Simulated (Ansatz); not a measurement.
## CF⁻, triplet in aug-cc-pVDZ: errors against UCCSDT(Q)

Geometry: that of the CF⁻, singlet, kept fixed.

| atom | x (Å) | y (Å) | z (Å) |
| --- | --- | --- | --- |
| C | 0.0000 | 0.0000 | 0.0000 |
| F | 0.0000 | 0.0000 | 1.3991 |

Basis aug-cc-pVDZ; Ansatz 0.2.0. Only valence electrons are correlated (noble-gas cores frozen), which leaves 12 electrons in 44 orbitals. Prefix R: restricted or restricted open-shell reference; prefix U: unrestricted. Active spaces: valence = (12e, 8o) chosen from the atoms' valence shells.

Full CI isn't at hand for all of this; UCCSDT(Q) serves as the reference, and is uncertain by about the last step of the cluster series. The frozen core follows each run's orbitals, which can shift R against U totals by a few meV.

For open shells CISD is restricted-active-space CI with the open shells as a complete middle space.

```
UHF ⟨S²⟩                          : 2.030
T1 diagnostic (RCCSD)             : 0.0284
largest doubles amplitude (RCCSD) : 0.043
T1 diagnostic (UCCSD)             : 0.0276
```

```tsv
level	E − E(UCCSDT(Q)) (kJ/mol)	share of correlation (%)	wall time
RHF	893.6	0.00	–
UHF	874.4	2.16	–
RMP2	72.1	91.93	–
UMP2	74.3	91.69	–
CISD	91.1	89.81	7 s
RCCSD	30.6	96.58	–
UCCSD	30.3	96.61	–
RCCSD(T)	4.2	99.53	6.5 s
UCCSD(T)	4.4	99.51	6 s
BCCD(T)	3.8	99.58	3.5 s
RCCSDT	1.7	99.81	–
UCCSDT	1.6	99.82	–
RCCSDT(Q)	0.6	99.94	56 s
CASSCF (valence space)	805.1	9.91	–
NEVPT2 (valence space)	141.4	84.17	0.84 s
MRCISD (valence space)	76.0	91.50	–
MRCISD+Q (valence space)	15.0	98.33	2 s
```

The correlation energy at UCCSDT(Q), counted from RHF, is -9.262 eV. That run took 47 s on 1 thread of Arm Neoverse V1, shared host.

Times hold each run's SCF and search for its determinant on a shared host, so for small cases they say little of a method's own cost; they ran on 1 thread of Arm Neoverse V1.

Natural occupations of CASSCF (valence space) about the gap: 1.996 1.996 1.974 1.004 1.004 0.030; effectively unpaired electrons, Σ n²(2−n)², 2.01.
